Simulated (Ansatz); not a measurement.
Trigonal Te: properties by level of theory

Reference values: lattice constant a 4.456 Å (measured, 293 K, no zero-point or thermal correction; as tabulated in Wikipedia's data pages); lattice parameter c 5.928 Å (measured, 293 K, not corrected to a static lattice; as tabulated in Wikipedia's data pages); cohesive energy 2.19 eV/atom (measured, 0 K, copied from a table, unchecked, 0 K, 1 atm; zero-point vibration energy not added; as tabulated in Kittel's textbook).

```tsv
level (code)	lattice parameter a (Å)	c axis length (Å)	cohesive energy (eV/atom)
B3LYP (VWN-RPA form) (Ansatz)	[?]	5.749	1.96
PBE0 (Ansatz)	4.733	5.776	2.17
r²SCAN0 (Ansatz)	[?]	5.740	2.08
```

Question: Complete the blanks.

Answer: 
- B3LYP (VWN-RPA form) (Ansatz, a quantum-chemistry and plane-wave program), lattice parameter a (Å): 5.435
- r²SCAN0 (Ansatz), lattice parameter a (Å): 4.814

Differences from the reference values (errors of the level alone only where the reference is corrected to a static lattice):

```json
[
 {"level": "B3LYP (VWN-RPA form)", "lattice constant a (%)": "+22", "lattice parameter c (%)": "-3.02"},
 {"level": "PBE0", "lattice constant a (%)": "+6.22", "lattice parameter c (%)": "-2.56"},
 {"level": "r²SCAN0", "lattice constant a (%)": "+8.03", "lattice parameter c (%)": "-3.17"}
]
```

Nearest: lattice constant a, not ranked (reference at room or unstated temperature); lattice parameter c, not ranked (reference at room or unstated temperature).

Caveats: the cell comes from a level without a dispersion term, which matters for the spacing of layers, chains or molecules (B3LYP (VWN-RPA form), PBE0, r²SCAN0). Ansatz's density-functional and Hartree–Fock values are scalar-relativistic unless marked +SOC, with PAW data made under PBE.

Differences are worked out from the printed values.

Free atoms are spin-polarised, in the lowest state found; at levels without +SOC their spin–orbit coupling is left out.
